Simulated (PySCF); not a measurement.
# Rock-salt MgS

Computed with MP2 (GTH pseudopotentials, Gaussian basis; PySCF).

Cell (relaxed at this level):

MgS is taken in the cubic space group Fm-3m (No. 225), the rock salt structure, Pearson symbol cF8. Conventional cell: a = b = c = 5.169 Å, α = β = γ = 90.00°. Mg on 4a sees 6 S at 2.585 Å (octahedral). S on 4b is coordinated by 6 Mg at 2.585 Å (octahedral). (Neighbours: up to the widest gap in distance over summed covalent radii, below 1.35, at either atom; cation-cation and far metal-metal contacts left out.)
(The calculation used a cell of 2 atoms; values per cell refer to that cell.)

For rock-salt MgS, the bulk modulus is 85.5 GPa ± 4 and the cohesive energy comes out as 4.35 eV/atom ± 0.1. The pressure derivative B′ of the bulk modulus is 4.0.

Measured, for comparison: bulk modulus 81 GPa, cohesive energy 4.04 eV/atom (corrected for zero-point motion; as tabulated in Goldzak et al. (2022), arXiv:2208.04865). Computed (rounded) less measured: bulk modulus +6 %, cohesive energy +0.31 eV/atom.

A ± is a rough bar: the spread of an extrapolation, a floor set from checks against published values, or a statistical error.

The result took about 8 core-hours (a rough figure).
